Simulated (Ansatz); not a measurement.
**[HF2]− (SMILES F[H-]F): CCSD/STO-3G**

What is the vertical singlet–triplet gap of [HF2]− at CCSD/STO-3G? 

Program for the calculation: Ansatz 0.2.0.

1 further run of the same task is left out (set aside as unsound or not needed).

### 1 The system as given

[HF2]− has 3 atoms, charge -1, and is taken as a singlet. As SMILES, `F[H-]F`. The shape is that of a PBE0-D4/def2-TZVPD optimisation.

A long bond or contact: F1–H2 1.143 Å.

### 2 A single-point energy at CCSD/STO-3G

in.yaml reads:

```yaml
crystal:
  periodic: [false, false, false]
  atoms:
    - {symbol: F, position_ang: [-0.973200, 0.344400, -0.491000]}
    - {symbol: H, position_ang: [-0.000000, 0.000000, -0.000000]}
    - {symbol: F, position_ang: [0.973200, -0.344400, 0.491000]}
basis:
  gaussian: {orbitals: STO-3G}
total_charge: -1
correlation: {method: ccsd, frozen_orbitals: {F: 1, H: 0}}
accuracy: high
scf: {omitted_lower_state_checks: [cluster_reference, increment]}
```

Started as:

```
$ ansatz run in.yaml --threads 1 --pin off --max-ram 2610MiB --events-out events.jsonl --progress --plain --runs-dir runs
```

The log of the run, cut to the lines that bear on the results:

```text
Warning: RAYON_NUM_THREADS=1 ignored (pool sized by the plan → 1); use --threads N
Functional definition: HF
  name "HF"
[...]
160 factors; integrals over basis functions are off by at most 3.7e-8 eV
[...]
mean field -5343.17326543 eV, -196.3579957715 hartree, gradient 3.0e-9 eV, S^2 0.000000; 0 other end points of the search recorded, 0 dependent functions left out
2 core orbitals not correlated: weight in the atoms' cores, before any rotation towards them, 1.000 or more for the frozen orbitals, at most 0.000 for the correlated occupied ones
reference -5343.17326543 eV, -196.3579957715 hartree; 8, 8 occupied and 1, 1 virtual orbitals, 160 factors
second order -0.60418933 eV of doubles, -0.00000000 eV of singles
cycle   1  -0.71645460 eV  change   -1.1e-1 eV  update   2.8e-2
[...]
cycle  12  -0.77844562 eV  change  -3.8e-10 eV  update  2.1e-10
Total energy: -5343.95171105 eV, -196.3866031206 hartree
Checks for a lower state left out: cluster_reference, increment
```

Run time: 0.08 s. Hardware: 1 thread of Arm Neoverse V1, shared host.

### 3 The triplet, same level

run.yaml reads:

```yaml
crystal:
  periodic: [false, false, false]
  atoms:
    - {symbol: F, position_ang: [-0.973200, 0.344400, -0.491000]}
    - {symbol: H, position_ang: [-0.000000, 0.000000, -0.000000]}
    - {symbol: F, position_ang: [0.973200, -0.344400, 0.491000]}
basis:
  gaussian:
    orbitals: STO-3G
total_charge: -1
magnetization:
  spin_polarized: true
  initial_magnetization: 2
correlation:
  method: ccsd
  frozen_orbitals: {F: 1, H: 0}
accuracy: high
scf:
  omitted_lower_state_checks: [cluster_reference, increment]
```

Started as:

```
$ ansatz run run.yaml --threads 1 --pin off --max-ram 2610MiB --events-out events.jsonl --progress --plain --runs-dir runs
```

The log of the run, cut to the lines that bear on the results:

```text
Warning: RAYON_NUM_THREADS=1 ignored (pool sized by the plan → 1); use --threads N
[... 2 set-up lines as earlier in the session ...]
[...]
160 factors; integrals over basis functions are off by at most 3.7e-8 eV
[...]
mean field -5330.73568544 eV, -195.9009231374 hartree, gradient 3.4e-8 eV, S^2 2.000000; 0 other end points of the search recorded, 0 dependent functions left out
2 core orbitals not correlated: weight in the atoms' cores, before any rotation towards them, 1.000 or more for the frozen orbitals, at most 0.000 for the correlated occupied ones
reference -5330.73568544 eV, -195.9009231374 hartree; 9, 7 occupied and 0, 2 virtual orbitals, 160 factors
second order -0.03530374 eV of doubles, -0.00000000 eV of singles
cycle   1  -0.04588288 eV  change   -1.1e-2 eV  update   7.3e-3
[...]
cycle  17  -0.05236214 eV  change   4.4e-10 eV  update  6.1e-10
WARN: these amplitudes may be one of several solutions (largest doubles amplitude 0.03, level shift 0.91 eV)
Total energy: -5330.78804758 eV, -195.9028474107 hartree
Checks for a lower state left out: cluster_reference, increment
```

Wall time 0.1 s (1 thread of Arm Neoverse V1, shared host).

### 4 Outcome

Level: CCSD/STO-3G, 2 core orbitals frozen.

| quantity | value |
| --- | --- |
| singlet: total energy | -196.38660 Eh |
| singlet: correlation energy (2 core orbitals frozen) | -28.6 mEh |
| singlet: T1 diagnostic | 0.006 |
| triplet: total energy | -195.90285 Eh |
| triplet: correlation energy (2 core orbitals frozen) | -1.9 mEh |
| triplet: ⟨S²⟩ of the reference determinant | 2.000 |
| triplet: T1 diagnostic | 0.001 |
| vertical energy of the triplet above the singlet | 13.164 eV |

What this shows: At this shape the triplet lies 13.16 eV (304 kcal/mol) above the singlet. For an anion a state so high probably lies above electron detachment. In a minimal basis such a difference can be off by several eV, whatever the method.
